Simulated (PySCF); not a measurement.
What does the PBE0-D3(BJ)/def2-SVP structure of `[H]/P=P\COC` look like in three dimensions?

Z-matrix in Å and degrees, rows numbered from 1:
```
C 
O   1  1.4008
C   2  1.3828  1  113.98
P   3  1.9008  2  119.10  1   -81.37
P   4  2.0238  3  105.87  2   -16.80
H   1  1.0983  2  107.60  3   179.73
H   1  1.1066  2  111.25  3   -61.18
H   1  1.1059  2  112.07  3    60.25
H   3  1.1090  2  111.83  1    42.06
H   3  1.1040  2  108.18  1   159.42
H   5  1.4377  4   96.73  3     0.71
```

Of the pairs four or more bonds apart, O2···H11 is among the closest relative to their van der Waals radii: 2.27 Å, 83 % of the sum of Bondi's values. O2 (ether oxygen) is bent (angle 114.0°).

Computed with PySCF, PBE0-D3(BJ)/def2-SVP geometry optimisation, gas phase.

Point group: C1 (no symmetry element, even within 0.4 Å). PBE0-D3(BJ)/def2-SVP frequencies: not computed here. The numbers are those of one conformer (C1–O2–C3–P4 -81°, O2–C3–P4–P5 -17°).
